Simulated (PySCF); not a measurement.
## Stretching AlP

Set-up: basis Al STO-3G, P STO-3G; no relativity; PySCF 2.14. Energies in eV from Al + P in their ground configurations at the same level. State: ³Σ⁻ (triplet), unpaired electrons π ↑↑.

| R (Å) | r²SCAN | PBE |
| --- | --- | --- |
| 1.974 | -2.873 | -3.185 |
| 2.066 | -3.496 | -3.807 |
| 2.157 | -3.855 | -4.168 |
| 2.226 | -3.992 | -4.307 |
| 2.295 | -4.040 | -4.358 |
| 2.364 | -4.017 | -4.338 |
| 2.456 | -3.902 | -4.227 |
| 2.570 | -3.658 | -3.989 |
| 2.708 | -3.273 | -3.612 |
| 2.892 | -2.687 | -3.034 |

**Question.** Put a parabola through the three lowest points of the r²SCAN curve and estimate Re, k and ωe (reduced mass 14.42 u; 1 eV/Å² = 0.16022 mdyn/Å; ωe = 1302.8·√(k/μ) cm⁻¹).

**Answer.** Through R = 2.226, 2.295, 2.364 Å the second-order coefficient is 7.46 eV/Å², so Re ≈ 2.307 Å, k ≈ 2.39 mdyn/Å and ωe ≈ 530 cm⁻¹. A polynomial fit of higher order to the unrounded r²SCAN energies gives Re = 2.305 Å, k = 2.31 mdyn/Å, ωe = 521 cm⁻¹; anharmonicity and rounding make the difference.

The higher-order fit for each curve: r²SCAN: Re = 2.305 Å, ωe = 521 cm⁻¹, De = 4.04 eV; PBE: Re = 2.308 Å, ωe = 517 cm⁻¹, De = 4.36 eV.

STO-3G is very small, so such numbers show the basis as much as the molecule. The state is the lowest determinant that a PBE0 search found; another state may lie lower at other levels.
